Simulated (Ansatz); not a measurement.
Input file for AlH$_{6}$N (`[NH3+][AlH3-]`):

```yaml
crystal:
  periodic: [false, false, false]
  atoms:
    - {symbol: N, position_ang: [-0.285272, -0.098112, -0.947738]}
    - {symbol: Al, position_ang: [0.332173, 0.091131, 1.009333]}
    - {symbol: H, position_ang: [0.208550, 0.552775, -1.549715]}
    - {symbol: H, position_ang: [-1.278895, 0.088685, -1.035543]}
    - {symbol: H, position_ang: [-0.112639, -1.035982, -1.294849]}
    - {symbol: H, position_ang: [-0.061051, 1.625538, 1.256569]}
    - {symbol: H, position_ang: [1.886935, -0.252956, 0.823690]}
    - {symbol: H, position_ang: [-0.597501, -1.028079, 1.682553]}
basis:
  gaussian: {orbitals: def2-TZVPP}
correlation: {method: ccsd_t}
output: {orbitals: {seedname: orbitals}}
```

```sh
$ ansatz run in.yaml --threads 2 --pin off --events-out ev --progress --plain
```

Output of Ansatz, abridged:

```
Functional definition: HF
  name "HF"
  cite "Fock, Z. Phys. 61, 126 (1930) doi:10.1007/BF01340294"
  parent pbe
  exchange = exact_x
  correlation = 0
885 factors; integrals over basis functions are off by at most 1.5e-3 eV
mean field evaluation 1: about -8159.1181 eV, gradient 2.6e1 eV
mean field evaluation 2: about -8159.1218 eV, gradient 2.6e1 eV
mean field evaluation 4: about -8160.8262 eV, gradient 2.6e0 eV
mean field evaluation 8: about -8160.8498 eV, gradient 7.9e-2 eV
mean field evaluation 16: about -8160.8462 eV, gradient 3.4e-1 eV
mean field -8160.84978807 eV, -299.9056980889 hartree, gradient 1.6e-6 eV, S^2 0.000000; 0 other end points of the search recorded, 0 dependent functions left out
6 core orbitals not correlated: weight in the atoms' cores, before any rotation towards them, 1.000 or more for the frozen orbitals, at most 0.000 for the correlated occupied ones
reference -8160.84978807 eV, -299.9056980889 hartree; 7, 7 occupied and 144, 144 virtual orbitals, 885 factors
second order -9.09120597 eV of doubles, -0.00000000 eV of singles
cycle   1  -9.71928085 eV  change   -6.3e-1 eV  update   6.3e-2
cycle   2  -10.02745071 eV  change   -3.1e-1 eV  update   2.0e-2
cycle   3  -10.04657561 eV  change   -1.9e-2 eV  update   5.5e-3
cycle   4  -10.04584879 eV  change    7.3e-4 eV  update   1.7e-3
cycle   5  -10.04602738 eV  change   -1.8e-4 eV  update   4.7e-4
cycle   6  -10.04591676 eV  change    1.1e-4 eV  update   1.4e-4
cycle   7  -10.04588235 eV  change    3.4e-5 eV  update   3.9e-5
cycle   8  -10.04588481 eV  change   -2.5e-6 eV  update   1.3e-5
perturbative correction -0.27263009 eV, -0.0100189709 hartree
Total energy: -8171.16830296 eV, -300.2848965172 hartree
```

Hardware: 2 threads of a server CPU on a shared host. Wall time 10 s, peak host memory 1 GiB.

Correlation energy per correlated electron: -0.737 eV. T1 diagnostic: 0.0079.
